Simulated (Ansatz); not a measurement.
A made-up structure of BSiH5O, singlet:

```tsv
atom	x (Å)	y (Å)	z (Å)
B1	0.6121	0.0668	0.3430
Si2	-0.9469	0.6261	-0.7858
O3	0.4074	-1.3030	1.2485
H4	-2.0621	-0.2070	-1.0663
H5	-0.9307	1.9068	-1.3988
H6	0.9007	0.8837	1.0992
H7	1.4878	-0.0482	-0.3936
H8	0.0087	-2.0590	0.8167
```

It is relaxed with PBE-D4/def2-SVP and then PBE0-D4/def2-TZVP (Ansatz 0.2.0). Atoms count as bonded within 1.22 times the sum of their covalent radii (H–H: 0.88 Å). The end point is not checked to be a true minimum.

Task: Does its bonding change? (A judgement: the text doesn't fix the answer.)

Result: By the calculation: Yes. Formed: Si2–H7; broken: B1–H7.

Where it ends: The first stage lowers the energy by 2.94 eV in 20 steps. It ends as BSiH₅O ([OH][BH][SiH3]):
```tsv
atom	x (Å)	y (Å)	z (Å)
B1	0.5534	-0.0405	0.8310
Si2	-0.4026	0.4297	-0.9006
O3	0.2796	-1.1517	1.5473
H4	-1.4305	-0.5956	-1.2550
H5	-1.0890	1.7472	-0.7864
H6	1.4118	0.6626	1.2891
H7	0.5640	0.5196	-2.0311
H8	-0.4095	-1.7051	1.1686
```

Labels in which every atom is bracketed show which atoms are joined, not bond orders.

For scale, one of the runs: PBE0-D4/def2-TZVP relaxation, 129 basis functions, launched by `ansatz run in.yaml --threads 2 --pin off --events-out ev --progress --plain --max-ram 4352MiB`. Hardware: 2 CPU threads of an Intel Xeon 6975P-C, shared host. Wall time about 13 s.
